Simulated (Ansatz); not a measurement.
**CH6AlO+ (SMILES [OH2+][CH2][AlH2]): functionals against CCSD(T) at one geometry**

How do the functionals fare away from a minimum? The structure is a structure displaced at random from a GFN2-xTB minimum.

Computed with Ansatz 0.2.0, Gaussian basis. Level: single points in def2-TZVPP.

Correlated methods freeze the cores.

**1. The system as given**

9 atoms, charge 1, spin multiplicity 1.

Atoms are counted from 1 here; the program's logs count them from 0.

Bond lengths: O1–C2 1.474 Å, O1–H4 0.983 Å, O1–H5 1.001 Å, C2–Al3 2.090 Å, C2–H6 1.067 Å, C2–H7 1.129 Å, Al3–H8 1.530 Å, Al3–H9 1.564 Å. Angles: C2–O1–H4 114.0°, C2–O1–H5 107.5°, H4–O1–H5 110.4°, O1–C2–Al3 99.2°, O1–C2–H6 109.2°, O1–C2–H7 106.5°, Al3–C2–H6 117.1°, Al3–C2–H7 117.5°, H6–C2–H7 106.5°, C2–Al3–H8 132.2°, C2–Al3–H9 99.7°, H8–Al3–H9 128.0°.

As a file:

```xyz
9
charge 1, multiplicity 1
O     0.0278    0.1743   -1.2862
C     0.5693    0.6242    0.0089
Al   -0.2682   -0.8374    1.2461
H    -0.2900    0.9041   -1.8624
H    -0.7151   -0.4691   -1.0950
H     0.2729    1.6347    0.1809
H     1.6934    0.6346   -0.0992
H     0.0018   -1.2329    2.6993
H    -1.3235   -1.4421    0.2625
```

**2. CCSD(T)/def2-TZVPP**

The input, run/in.yaml:

```yaml
crystal:
  periodic: [false, false, false]
  atoms:
    - {symbol: O, position_ang: [0.027800, 0.174300, -1.286200]}
    - {symbol: C, position_ang: [0.569300, 0.624200, 0.008900]}
    - {symbol: Al, position_ang: [-0.268200, -0.837400, 1.246100]}
    - {symbol: H, position_ang: [-0.290000, 0.904100, -1.862400]}
    - {symbol: H, position_ang: [-0.715100, -0.469100, -1.095000]}
    - {symbol: H, position_ang: [0.272900, 1.634700, 0.180900]}
    - {symbol: H, position_ang: [1.693400, 0.634600, -0.099200]}
    - {symbol: H, position_ang: [0.001800, -1.232900, 2.699300]}
    - {symbol: H, position_ang: [-1.323500, -1.442100, 0.262500]}
basis:
  gaussian: {orbitals: def2-TZVPP}
total_charge: 1
correlation: {method: ccsd_t}
output: {forces: true}
```

No record of the launch command was kept for these runs.

**3. PBE0-D4/def2-TZVPP**

run/in.yaml, as its differences from that of step 2:

```diff
@@ -15,3 +15,3 @@
 total_charge: 1
-correlation: {method: ccsd_t}
-output: {forces: true}
+hamiltonian: {xc: pbe0, dispersion: d4}
+output: {forces: true, orbitals: {seedname: orbitals}}
```

**4. wB97M-V/def2-TZVPP**

run/in.yaml, as its differences from that of step 3:

```diff
@@ -15,3 +15,3 @@
 total_charge: 1
-hamiltonian: {xc: pbe0, dispersion: d4}
-output: {forces: true, orbitals: {seedname: orbitals}}
+hamiltonian: {xc: {name: wB97M-V}}
+output: {forces: true}
```

**5. r2SCAN-D4/def2-TZVPP**

run/in.yaml, as its differences from that of step 4:

```diff
@@ -15,3 +15,3 @@
 total_charge: 1
-hamiltonian: {xc: {name: wB97M-V}}
+hamiltonian: {xc: r2scan, dispersion: d4}
 output: {forces: true}
```

**6. PBE-D4/def2-TZVPP**

run/in.yaml, as its differences from that of step 5:

```diff
@@ -15,3 +15,3 @@
 total_charge: 1
-hamiltonian: {xc: r2scan, dispersion: d4}
+hamiltonian: {xc: pbe, dispersion: d4}
 output: {forces: true}
```

**7. BLYP-D4/def2-TZVPP**

run/in.yaml, as its differences from that of step 6:

```diff
@@ -15,3 +15,3 @@
 total_charge: 1
-hamiltonian: {xc: pbe, dispersion: d4}
+hamiltonian: {xc: {name: BLYP}, dispersion: d4}
 output: {forces: true}
```

**8. SPW92/def2-TZVPP**

run/in.yaml, as its differences from that of step 7:

```diff
@@ -15,3 +15,3 @@
 total_charge: 1
-hamiltonian: {xc: {name: BLYP}, dispersion: d4}
+hamiltonian: {xc: lda}
 output: {forces: true}
```

(Steps that only read results are left out.)

Before running it: what results should come out? Wanted: energy less free atoms, CCSD(T)/def2-TZVPP; RMS force component; RMS force error; HOMO and LUMO, PBE0-D4; T1 diagnostic.

As calculated:

| quantity | value |
| --- | --- |
| energy less free atoms, CCSD(T)/def2-TZVPP | -473.7 kcal/mol |
| RMS force component | 0.619 to 0.697 eV/Å over the methods |
| RMS force error | PBE0-D4 0.131, wB97M-V 0.060, r2SCAN-D4 0.097, PBE-D4 0.249, BLYP-D4 0.218, SPW92 0.444 eV/Å |
| HOMO and LUMO, PBE0-D4 | -13.79 and -6.35 eV |
| T1 diagnostic | 0.010 |

**Reading.** Against CCSD(T) the functionals' energies less atoms differ by -105.5 to -8.2 kcal/mol, PBE-D4 by -18.1 kcal/mol. CCSD(T) in triple zeta still lacks some correlation energy of the bonds, so part of these gaps is its own basis error and they don't rank the functionals. On forces the order runs from wB97M-V to SPW92. Frozen-core CCSD(T) forces in triple zeta carry basis errors of their own, and this is one geometry, so small gaps rank nothing.
